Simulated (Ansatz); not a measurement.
## Structure relaxation of YSnPd

Computed with Ansatz, DFT PBEsol, scalar-relativistic, plane waves, PAW. Cutoff 420 eV, Γ-centred k mesh, Gaussian smearing, no spin polarisation in the final step.

The start is a database structure of YSnPd, space group Pnma (No. 62).

```xyz
12
Lattice="7.2234 0.0000 0.0000 0.0000 4.6159 0.0000 0.0000 0.0000 7.9528" Properties=species:S:1:pos:R:3 pbc="T T T"
Y     7.1654    1.1540    1.6417
Y     3.5537    1.1540    2.3347
Y     0.0580    3.4620    6.3111
Y     3.6697    3.4620    5.6181
Sn    2.2036    1.1540    7.2543
Sn    5.8153    1.1540    4.6749
Sn    5.0198    3.4620    0.6985
Sn    1.4081    3.4620    3.2779
Pd    1.4718    1.1540    4.6410
Pd    5.0835    1.1540    7.2883
Pd    5.7516    3.4620    3.3119
Pd    2.1399    3.4620    0.6646
```

Steps on the 6×8×6 mesh (12 atoms). 4 of 5 steps are shown, and the free energy counts from the last. Trial steps that were taken back and renewals of the plane-wave basis can be among the rows.

```tsv
step	ΔF (meV/atom)	V (Å³/atom)	P (GPa)	largest force component (eV/Å)
1	6.6	22.10	-3.01	0.041
2	12.7	20.56	4.84	0.140
3	-0.1	21.48	-0.25	0.006
5	0.0	21.42	0.00	0.004
```

A final relaxation ran on a 6×8×6 mesh. The relaxed crystal, Pnma (No. 62):

```
Y Sn Pd
1.0
     7.12966    0.00000    0.00000
     0.00000    4.58561    0.00000
     0.00000    0.00000    7.86333
Y Sn Pd
4 4 4
Cartesian
  7.0680 1.1464 1.6153
  3.5032 1.1464 2.3164
  0.0617 3.4392 6.2480
  3.6265 3.4392 5.5470
  2.1852 1.1464 7.1730
  5.7500 1.1464 4.6220
  4.9445 3.4392 0.6903
  1.3797 3.4392 3.2414
  1.4565 1.1464 4.5897
  5.0213 1.1464 7.2053
  5.6732 3.4392 3.2736
  2.1083 3.4392 0.6580
```

```yaml
Volume_per_atom: 21.42 Å³
Density: 8.11 g/cm³
Energy_over_the_elements: -0.98 eV/atom
Gap_on_the_6×8×6_mesh: 0 eV (a metal)
```

Formation energies are uncorrected and refer to the elements' standard structures at the same level.

The final run used a 6×8×6 mesh on its 12-atom cell and 0.10 eV smearing. The k mesh leaves about 4 meV/atom of noise in metals.

A structure relaxed within its symmetry needn't be a true minimum.

Cost: 2 runs of about 14 core-minutes in all, on Arm Neoverse V1 (shared hosts).